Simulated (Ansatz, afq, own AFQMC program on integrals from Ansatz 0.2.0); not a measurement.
# SiH$_{4}$, singlet: AFQMC among the cluster methods

```yaml
atoms:
  - { symbol: Si, position_ang: [0.0000, 0.0000, 0.0000] }
  - { symbol: H, position_ang: [0.8558, 0.8587, 0.8568] }
  - { symbol: H, position_ang: [-0.8596, -0.8544, 0.8574] }
  - { symbol: H, position_ang: [-0.8547, 0.8555, -0.8611] }
  - { symbol: H, position_ang: [0.8584, -0.8599, -0.8531] }
```

Basis cc-pVQZ. Only valence electrons are correlated. Ansatz 0.2.0 and our own AFQMC program on the same integrals; the CISD trial comes from CCSD amplitudes, and released means the phaseless constraint is let go. Free projection: walkers drawn from exp(T), propagated without any constraint. Its projection time is finite, and what remains of the start isn't in its error. ± is one standard error of the sampling.

Determinant: RHF, the one that the program's search chose, which needn't be the lowest solution. The geometry is a PBE0/def2-TZVP stationary point of this or a neighbouring charge and spin state.

No full CI on the walks' own integrals is used here. The released AFQMC energy serves as the reference, which it does only where one determinant dominates, the energy is flat over the last release times and near the phaseless one (40 meV or 2 meV an electron, half that with transition metals). On small molecules, where full CI could be run and the noise was under 10 meV, such values lay within 10 meV of it in 19 cases of 20, a flattering rate, since the rule was set on those same cases; what remains of the bias isn't in the error bar.

Cautions: the released value is read at 1.50 1/Eh (meV from the phaseless value at times in 1/Eh: 3 ± 3 at 0.24, 0 ± 3 at 0.50, 1.9 ± 2.5 at 1.00, 2 ± 3 at 1.50).

```
T1 diagnostic                               : 0.0112
weight of the determinant in the CISD state : 0.914
size of the correlated space                : 8 electrons in 174 orbitals
```

```csv
level,correlation energy (eV)
MP2,-4.1572
CCSD,-4.9105
CCSD(T),-5.0270
```

**Question.** Estimate where AFQMC with the constraint released lies against CCSD(T) on the same integrals.

**Answer.** 2.0 ± 0.3 kJ/mol below CCSD(T).

Reference: AFQMC with the constraint released, correlation energy -5.048 ± 0.003 eV.

| level | E − E(reference) (kJ/mol) | share of correlation (%) |
| --- | --- | --- |
| CCSD(T) | 2.0 ± 0.3 | 99.59 |
| ph-AFQMC/HF | -1.8 ± 2.1 | 100.37 |
| ph-AFQMC/CISD | -0.1 ± 0.5 | 100.03 |
| free AFQMC | 0.6 ± 0.9 | 99.87 |

Free projections are given only where their last times agree within the noise and don't stop above the reference; a slow remainder of the start can still hide under it. A walk keeps the symmetry of its determinant, which the program's search chose and which needn't be the lowest solution, so a lower state of the same spin and another symmetry isn't excluded. Released energies are given only where the last usable release times agree within the noise; a slower fall can still hide under it.
